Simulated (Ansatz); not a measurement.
Eu, bcc: geometry optimisation

All numbers below come from DFT, PBEsol, plane waves (420 eV) with PAW, scalar-relativistic in Ansatz 0.2.0. (PAW data from PBE, frozen cores regenerated.)

k-point mesh 7×7×7, Fermi-Dirac smearing 0.05 eV, starting moments 7.00, -7.00 μB. Cell and atoms relax.

Starting structure:

```yaml
crystal:
  lattice:
    - [4.551, 0.0, 0.0]
    - [0.0, 4.551, 0.0]
    - [0.0, 0.0, 4.551]
  atoms:
    - { symbol: Eu, position: [0.0, 0.0, 0.0], spin: 7.0 }
    - { symbol: Eu, position: [0.5, 0.5, 0.5], spin: -7.0 }
hamiltonian:
  xc: pbesol
  pseudopotentials:
    kind: paw
    azcp:
      Eu: "pseudopotentials/Eu.paw.azcp"
basis:
  ecutwfc: 420
  fft_grid_basis: typed
kpoints:
  mp_grid: { grid: [7, 7, 7], shift: [0, 0, 0] }
magnetization:
  spin_polarized: true
scf:
  occupations: { method: fermi_dirac, width: 0.05 }
relax:
  max_steps: 60
  f_tol: 0.01
  cell: {}
```

What cell does the relaxation end in?

Im-3m (spin ignored) with a = 4.249 Å; 38.35 Å³ per atom against 47.13 at the start (-18.6 %).

How much energy does the relaxation gain?

71.5 meV per atom.

Path of the relaxation (the plane waves are chosen anew near the end, which can shift the energy a little):

| step | E − E(final) (meV/atom) | V (Å³/atom) | P (GPa) | max force (eV/Å) |
| --- | --- | --- | --- | --- |
| 0 | 71.48 | 47.129 | -2.25 | 0.000 |
| 1 | 33.62 | 44.209 | -1.72 | 0.000 |
| 2 | -3.39 | 37.927 | 0.24 | 0.000 |
| 3 | -3.36 | 38.606 | -0.04 | 0.000 |
| 4 | 0.10 | 38.606 | -0.11 | 0.000 |
| 5 | -0.12 | 38.350 | 0.00 | 0.000 |
| 6 | 0.00 | 38.350 | 0.00 | 0.000 |

Which magnetic state does it end in?

antiferromagnetic, largest moment 6.83 μB in the atomic sphere; moments 6.83, -6.83 μB.

Real europium orders as a helical antiferromagnet, which these cells can't hold.

Open f shells have many self-consistent states, so the state found may not be the lowest.
